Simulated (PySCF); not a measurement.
Work out the structure from these simulated measurements.

Formula: C2H4Si.

| Item | Value |
| --- | --- |
| Rotational structure | rotational constants A, B, C: 84.560, 4.772, 4.772 GHz [PBE0-D3(BJ)/def2-SVP] |
| Polarisability | 50.7 au [wB97X-D/def2-SVPD] |
| 13C NMR | chemical shifts (computed TMS as zero) by class: 103.3 (1 C), 79.6 (1 C) ppm [GIAO B3LYP/pcSseg-1] |
| 1H NMR | chemical shifts (computed TMS as zero) by class: 4.09 (3 H), 2.21 (1 H) ppm [GIAO B3LYP/pcSseg-1] |
| Triplet | lowest triplet excitation (Tamm–Dancoff): 4.98 eV [TDA wB97X-D/def2-SVPD] |
| UV, first state | lowest singlet excitation: 6.03 eV (206 nm, f = 0.000) [TDDFT wB97X-D/def2-SVPD] |
| NMR, other nuclei | isotropic shieldings of nuclei other than C and H, by class: 437 (1 Si) ppm [GIAO B3LYP/pcSseg-1] |
| UV, strongest line | among the 10 lowest singlet transitions: S8 at 8.66 eV (143 nm, f = 0.823) [TDDFT wB97X-D/def2-SVPD] |
| Dipole | 0.41 D [wB97X-D/def2-SVPD] |

Electronic properties: PySCF, gas phase, density fitting. Levels stand in brackets. Geometry: PBE0-D3(BJ)/def2-SVP; no solvent, vibrations or thermal averaging. NMR values are class means; diastereotopic atoms form classes of their own.

Q: Give a SMILES that accounts for the data.

A: 2 carbons fall into 2 classes; from least to most shielded: carbon bonded to C and H (103.3 ppm), carbon bonded to C and Si (79.6 ppm). Hydrogen classes from least to most shielded: 3 H on a silicon bonded to C and 3 H (4.09 ppm), 1 H on a carbon bonded to C and H (2.21 ppm). The other shieldings belong to: 437 ppm, silicon bonded to C and 3 H. The optimised geometry has point group C3v and is a prolate symmetric top. Structure: Si(CCH)H3 (`C(#C)[SiH3]`). The assignments are read from this structure; whether some other isomer fits the data as well wasn't checked.
